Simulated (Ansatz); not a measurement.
# Zinc-blende HgSe

These are LDA (plane waves, PAW; Ansatz, a program for electronic structure) values and carry that method's errors.

Settings: plane-wave cutoff 520 eV, 10×10×10 k mesh, Fermi–Dirac smearing 0.01 eV, scalar-relativistic PAW data made under PBE.

Cell (relaxed at this level):

```
HgSe
1.0
    0.00000     3.03152     3.03152
    3.03152     0.00000     3.03152
    3.03152     3.03152     0.00000
Hg Se
1 1
Direct
  0.00000   0.00000   0.00000
  0.25000   0.25000   0.25000
```

```
Quantity                                       Value
------------------------------------------  --------
bulk modulus B0                             57.9 GPa
band gap                                        none
pressure derivative B′ of the bulk modulus       5.0
```

Measured, for comparison: bulk modulus 50 GPa (temperature not stated, not corrected to a static lattice, our sources range from 48.5 to 51.6; as tabulated in Toher et al. (2017), arXiv:1611.05714). Computed (rounded) less measured: bulk modulus +16 % (+12 % to +19 % over the range).

Spin–orbit coupling is not included; it can open a gap where bands touch, and shift volumes and moduli.

Static lattice: no zero-point or thermal effects.
